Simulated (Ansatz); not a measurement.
Ansatz (a program for electronic structure) input:

Ansatz 0.2 input:
```yaml
crystal:
  periodic: [false, false, false]
  atoms:
    - {symbol: O, position_ang: [0.02055575, 1.37954633, -0.01097938]}
    - {symbol: C, position_ang: [-0.01134845, 0.01890589, 0.22432295]}
    - {symbol: H, position_ang: [0.91976598, 1.70434922, 0.11067332]}
    - {symbol: C, position_ang: [-1.34682762, -0.56808966, -0.05151891]}
    - {symbol: C, position_ang: [1.23987973, -0.74032850, -0.04973274]}
    - {symbol: H, position_ang: [-1.55796574, -0.61643837, -1.13244864]}
    - {symbol: H, position_ang: [1.46139415, -0.79556071, -1.12918124]}
    - {symbol: H, position_ang: [-2.13554147, 0.03305249, 0.40408140]}
    - {symbol: H, position_ang: [2.10665427, -0.27840017, 0.43425102]}
    - {symbol: H, position_ang: [-1.41082895, -1.58326961, 0.34158965]}
    - {symbol: H, position_ang: [1.16185374, -1.76302978, 0.32044181]}
basis:
  gaussian:
    orbitals: def2-TZVP
hamiltonian:
  xc: b3lyp
  dispersion: d3bj
magnetization: {spin_polarized: true, initial_magnetization: 1}
phonons: {temperatures: {t_min: 298.15, t_max: 298.15, t_step: 100}}
```

Question: Which total energy does the run end on?

Answer: -193.79786 Eh (B3LYP-D3(BJ)/def2-TZVP). The basis has 166 functions.

It need not be the lowest isomer of its formula.
